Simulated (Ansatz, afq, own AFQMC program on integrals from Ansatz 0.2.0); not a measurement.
# Where AFQMC and coupled cluster stand for AlBH₂, singlet

```xyz
4

B     0.0000   -0.8671    1.1887
Al    0.0000    0.3454   -0.4703
H     0.0000    0.1316    1.8488
H     0.0000   -0.0772   -2.0084
```

Connectivity, by distances: BH–AlH.

Basis cc-pVDZ. Only valence electrons are correlated. AFQMC by an in-house program on the Cholesky factors that Ansatz 0.2.0 writes for its CCSD(T) run. The CISD trial takes its coefficients from CCSD amplitudes. Released means that phaseless walkers are propagated on without the constraint, phases kept. Free projection: walkers drawn from exp(T), propagated without any constraint. Its projection time is finite, and what remains of the start isn't in its error. Error bars are statistical, one sigma.

Determinant: RHF, the one that the program's search chose, which needn't be the lowest solution. The geometry is a point of a scan.

No full CI on the walks' own integrals is used here; CCSDT(Q) serves as the reference and is uncertain by about the last step of the cluster series.

Cautions: higher spins were not checked; restricted determinant unstable towards unrestricted (UHF 839 meV lower, ⟨S²⟩ 0.83); strong correlation (T1 0.029, weight of the determinant 0.82, largest double 0.26); the ph-AFQMC/CISD walk drifts between its halves (2.4 errors).

- T1 diagnostic: 0.0286
- weight of the determinant in the CISD state: 0.821
- size of the correlated space: 8 electrons in 36 orbitals

Reference: CCSDT(Q), correlation energy -5.265 eV. The released energy is read at 2.40 1/Eh (meV from the phaseless value at times in 1/Eh: 4 ± 17 at 0.24, -6 ± 16 at 0.51, -36 ± 11 at 0.99, -59 ± 15 at 1.62, -55 ± 17 at 2.40).

```
         level  E − E(reference) (meV)  share of correlation (%)
            HF                  5265.0                      0.00
           MP2                  1374.3                     73.90
          CCSD                   285.2                     94.58
       CCSD(T)                    59.7                     98.87
         CCSDT                    19.2                     99.63
   ph-AFQMC/HF            108.6 ± 68.8                     97.94
 ph-AFQMC/CISD             50.8 ± 15.2                     99.04
released AFQMC             -4.3 ± 17.2                    100.08
    free AFQMC             16.1 ± 21.7                     99.69
```

Free projections are given only where their last times agree within the noise and don't stop above the reference; a slow remainder of the start can still hide under it. A walk keeps the symmetry of its determinant, which the program's search chose and which needn't be the lowest solution, so a lower state of the same spin and another symmetry isn't excluded. Released energies are given only where the last usable release times agree within the noise; a slower fall can still hide under it.
